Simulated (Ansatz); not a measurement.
# Relaxing Ta₃Br₂

Computed with DFT PBE, scalar-relativistic, plane waves, PAW in Ansatz 0.2.0. Cutoff 420 eV, Γ-centred k mesh, Gaussian smearing, no spin polarisation in the final step.

This is the end of a relaxation of cell and atoms.

```xyz
10
Lattice="3.4316 1.9812 4.9157 -3.4316 1.9812 4.9157 0.0000 -3.9624 4.9157" Properties=species:S:1:pos:R:3 pbc="T T T"
Ta    1.6326    0.0000   11.0602
Ta   -0.8163    1.4139   11.0602
Ta   -0.8163   -1.4139   11.0602
Ta   -1.6326    0.0000    3.6867
Ta    0.8163   -1.4139    3.6867
Ta    0.8163    1.4139    3.6867
Br    0.0000    0.0000   13.3028
Br    0.0000    0.0000    8.8177
Br    0.0000    0.0000    1.4442
Br    0.0000    0.0000    5.9293
```

Formation energies are uncorrected and refer to the elements' standard structures at the same level.

Question: What space group does it have?

Answer: R-3c (No. 167). Conventional cell: a = 6.863 Å, c = 14.747 Å. Ta is coordinated by 4 Br at 2.68–2.77 Å, 2 Ta at 2.83 Å and 2 Ta at 3.16 Å; Br has 6 Ta at 2.68–2.77 Å and 1 Br at 2.89 Å.

Question: How far does it lie from the elements in energy?

Answer: 0.91 eV/atom.

Question: Is it a metal?

Answer: Yes, bands cross the Fermi level on the 6×6×6 mesh.

The final run used a 6×6×6 mesh on its 10-atom cell and 0.10 eV smearing. The k mesh leaves about 4 meV/atom of noise in metals. Spin–orbit coupling is left out. The cell came from a trial start, so Ta₃Br₂ may not exist in this structure.

Cost: 3 runs of about 4.6 core-minutes in all, on Intel Xeon Platinum 8259CL (Skylake/Cascade Lake) (shared hosts).